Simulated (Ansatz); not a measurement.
`COC(C)(F)F` at its PBE0-D4/def2-TZVP geometry, where that method's forces vanish. The species carries charge 0 and has multiplicity 1.

```xyz
12

C     0.6473    1.4768    0.3017
O    -0.3486    0.9730   -0.5674
C    -0.8599   -0.2487   -0.2538
C     0.1176   -1.3937   -0.2039
F    -1.5198   -0.1770    0.9439
F    -1.8003   -0.4883   -1.1878
H     0.8186    2.5074   -0.0028
H     1.5845    0.9195    0.2065
H     0.3122    1.4614    1.3418
H    -0.4323   -2.3186   -0.0355
H     0.6513   -1.4548   -1.1520
H     0.8295   -1.2570    0.6092
```

(1) What forces (eV/Å) does PBE-D4/def2-TZVPP give on these atoms in Ansatz? (An estimate is asked.)

Answers

(1) The calculation gave: 
```
C1   0.173  0.093  0.137
O2  -0.067  0.485 -0.500
C3   0.453 -0.267 -0.019
C4   0.072 -0.085 -0.001
F5  -0.440  0.027  0.843
F6  -0.596 -0.152 -0.649
H7   0.047  0.221 -0.054
H8   0.222 -0.109 -0.001
H9  -0.052  0.009  0.235
H10 -0.087 -0.198  0.036
H11  0.120 -0.033 -0.181
H12  0.156  0.008  0.155
```
